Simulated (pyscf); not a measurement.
Cl–BH–Cl + SiH₄ → H₃Si–Cl + H₂B–Cl (four-centre exchange; singlet surface; B–Cl, H–Si broken, Cl–Si, B–H formed). PySCF, gas phase, ωB97X-D3(BJ)/def2-SVP geometries. MP2 and CC: frozen core, UHF for open shells. ΔMP2 is the change of the MP2 total energy from the triple- to the quadruple-zeta basis. Rate constants from transition-state theory, CCSD(T)/def2-TZVPP + ΔMP2(QZVPP) energies (ideal gas, 1 atm, RRHO with modes under 100 cm⁻¹ raised to 100, one conformer, R ln 2 for rigid chiral ones; no tunnelling), k in cm³ molecule⁻¹ s⁻¹.

| T (K) | 1000/T | log10 k |
|---|---|---|
| 298 | 3.354 | -30.20 |
| 600 | 1.667 | -21.58 |
| 900 | 1.111 | ? |
| 1200 | 0.833 | -16.97 |

Question: Fit an Arrhenius line to the three values, give the activation energy, and predict k at 900 K.

Answer: Least squares gives log10 k = -12.71 − 5.23 × 1000/T, so Ea = 5.23 × ln 10 × 1.987 = 23.9 kcal/mol, against an electronic barrier of 19.7. At 900 K the line gives -18.52; the computed value is -18.58 (ΔG‡ = 53.3 kcal/mol), close to the line. This is the saddle that the search found; another between the same sides may lie lower. The CCSD(T) − MP2 part came from Ansatz, without density fitting, on the same reference.
